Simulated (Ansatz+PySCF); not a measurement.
# doublet C₃H₅: levels of theory in one basis

```xyz
8

H     0.0000   -1.2406   -1.2962
C     0.0000   -0.1582   -1.2275
C     0.0000    0.4791    0.0000
C     0.0000   -0.1582    1.2275
H     0.0000    0.4006    2.1546
H     0.0000    0.4006   -2.1546
H     0.0000    1.5173    0.0000
H     0.0000   -1.2406    1.2962
```

Basis set: cc-pVTZ (spherical functions). Correlated methods keep 3 orbitals frozen. Correlation on ROHF uses semicanonical orbitals with singles. Charge 0, multiplicity 2.

Computed with Ansatz (development build ahead of 0.2.0); the reference of a correlated method needn't be the lowest determinant of its kind.

```
      method  E − E(ROHF) (eV)  <S²> of the determinant
        ROHF              0.00                     0.75
         UHF             -0.66                     0.95
    ROHF-MP2            -13.39                        –
ROHF-CCSD(T)            -14.83                        –
```

(1) What does UHF-MP2 give on the same scale?

## Answers

(1) -13.07 eV.

Caution for ROHF, ROHF-MP2, ROHF-CCSD(T): an unrestricted determinant lies well below; the determinant breaks the point group. Caution for UHF, UHF-MP2: the unrestricted determinant is spin contaminated. Caution for ROHF-MP2, UHF-MP2: forces differ strongly between restricted and unrestricted references. Caution for ROHF-CCSD(T): the determinant is a saddle point.
